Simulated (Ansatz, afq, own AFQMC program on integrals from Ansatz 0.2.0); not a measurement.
## AlH4⁺, singlet: AFQMC among the cluster methods

```xyz
5

Al   -0.0599    0.0001   -0.1328
H     0.4487    0.0018    1.9858
H    -0.3171   -0.0089    1.9564
H     0.7333    1.3833   -0.1888
H     0.7376   -1.3801   -0.1993
```

Basis 6-31G. Noble-gas cores (and the filled d shells of Ga–Kr and In–Xe) are frozen. AFQMC by an in-house program on the Cholesky factors that Ansatz 0.2.0 writes for its CCSD(T) run. ph-AFQMC/CISD is guided by a CISD state made of CCSD amplitudes; releasing the constraint for a short imaginary time cuts its bias at the price of noise, slowly where states lie close. Error bars are statistical, one sigma.

Determinant: RHF, the one that the program's search chose, which needn't be the lowest solution. The geometry is a PBE0/def2-TZVP stationary point of this or a neighbouring charge and spin state.

Full CI on the same integrals is exact in this basis and with this determinant's frozen core.

- T1 diagnostic: 0.0176
- weight of the determinant in the CISD state: 0.935
- size of the correlated space: 6 electrons in 16 orbitals

| level | correlation energy (eV) |
| --- | --- |
| MP2 | -1.4000 |
| CCSD | -2.0437 |
| CCSD(T) | -2.0608 |

Estimate where full CI lies against CCSD(T) on the same integrals.

0.33 mEh below CCSD(T).

Reference: full CI, correlation energy -2.070 eV. The released energy is read at 2.40 1/Eh (meV from the phaseless value at times in 1/Eh: -0.9 ± 0.6 at 0.24, -1.3 ± 0.6 at 0.51, -2.7 ± 0.6 at 0.99, -3.2 ± 0.5 at 1.62, -3.6 ± 0.5 at 2.40).

```
         level  E − E(reference) (mEh)  share of correlation (%)
       CCSD(T)                    0.33                     99.57
         CCSDT                    0.00                     99.99
      CCSDT(Q)                    0.00                    100.00
        CCSDTQ                    0.00                    100.00
 ph-AFQMC/CISD             0.13 ± 0.02                     99.83
released AFQMC             0.00 ± 0.02                    100.00
```

CCSDT and higher add their correlation energy to the determinant of the CCSD(T) run, since their own runs factorise the integrals more tightly (a shift of under 2 meV). Released energies are given only where the last usable release times agree within the noise; a slower fall can still hide under it.
